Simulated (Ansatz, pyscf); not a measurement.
`[BH2][NH2]` + `[OH2]` → `[BH2][OH]` + `[NH3]`, a four-centre exchange on the singlet surface: B–N, H–O broken, B–O, H–N formed. Single points on ωB97X-D3(BJ)/def2-SVP structures (PySCF, gas phase). Wave-function energies: Ansatz (a program for electronic structure), frozen core, RHF or UHF references. In kcal/mol, from the separated reactants.

Cost: rough CPU time of the saddle's run relative to CCSD(T)/cc-pV(D+d)Z, from one job on a shared machine, with the HF step and its search for lower states.

```csv
level,barrier,reaction energy,cost
PBE0-D3(BJ)/def2-TZVP,8.30,+0.70,–
M06-2X/def2-TZVP,10.13,-0.08,–
CCSD(T)/cc-pV(D+d)Z,9.99,-1.37,1
CCSDT(Q)/cc-pV(D+d)Z,9.90,-1.35,200
CCSD(T)/cc-pV(T+d)Z,11.55,-0.46,12
CCSD(T)/cc-pV(Q+d)Z,13.13,+0.31,–
```

In cc-pV(D+d)Z, going from CCSD(T) to CCSDT(Q) shifts the barrier by -0.10 and the reaction energy by +0.02 kcal/mol. With HF in the quadruple-zeta basis and the correlation energy extrapolated as X⁻³ from X = 3, 4, CCSD(T) gives 13.35 and +0.57; adding the double-zeta shift gives ΔE‡ = 13.25 and ΔE = +0.59 kcal/mol, without core correlation, relativity or geometry relaxation at these levels. On the product side the descent ends in an adduct with a B–N contact, 13.13 kcal/mol under the separated species and 24.71 kcal/mol under the saddle at ωB97X-D3(BJ)/def2-TZVP. What is counted as broken (B–N) persists as a longer contact in the product adduct; parting that adduct is a step of its own. The reactants may also form a dative adduct at H₂B–NH₂; it and routes through it were not searched. At ωB97X-D3(BJ) the barrier from the zero used here is 11.53 kcal/mol. This is the saddle that the search found; another between the same sides may lie lower. The CCSD(T) − MP2 part came from Ansatz, without density fitting, on the same reference.
